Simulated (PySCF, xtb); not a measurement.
ozone (O₃), SMILES O=[O+][O-].

Harmonic wavenumbers (cm⁻¹) from GFN2-xTB in xtb at its own minimum, in rising order: 703, 1302, 1329.

What does PBE0-D3(BJ)/def2-TZVP run with PySCF give at its own minimum? (The exact figures need the calculation; the answer reports its results.)

780, 1304, 1326. Paired by order, the mean absolute difference is 27 cm⁻¹ and the zero-point energies are 4.8 and 4.9 kcal/mol.
